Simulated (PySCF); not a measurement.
A species of formula CH5NSi has this rotational fingerprint, computed with PBE0-D3(BJ)/def2-SVP geometry optimisation, gas phase (PySCF):

| Property | Result |
| --- | --- |
| Rotational constants | A = 41599, B = 5755, C = 5376 MHz |
| Dipole components | \|μa\| = 0.62 D, \|μb\| = 1.28 D, \|μc\| = 0.00 D |
| Inertial defect | -5.96 u·Å² |
| κ | -0.98 |

Question: Which structure is it? (One computed conformer of each.)
A. `C=N[SiH3]`
B. `[H]/N=C/[SiH3]`

Answer: A. It is C=N[SiH3], a near-prolate asymmetric top, point group Cs. The candidates at the same level (rigid rotor, commonest isotopes):

| SMILES | A (MHz) | B (MHz) | C (MHz) | μa (D) | μb (D) | μc (D) | Δ (u·Å²) | point group | rotor |
| --- | --- | --- | --- | --- | --- | --- | --- | --- | --- |
| [H]/N=C/[SiH3] | 37706 | 5263 | 4881 | 0.34 | 1.72 | 0.01 | -5.89 | near Cs | near-prolate asymmetric top |
| C=N[SiH3] | 41599 | 5755 | 5376 | 0.62 | 1.28 | 0.00 | -5.96 | Cs | near-prolate asymmetric top |

`[H]/N=C/[SiH3]` has A 9 % too low. In the right answer the mirror of this Cs structure is the ab plane, so μc vanishes by symmetry. No structure here is proved a minimum.
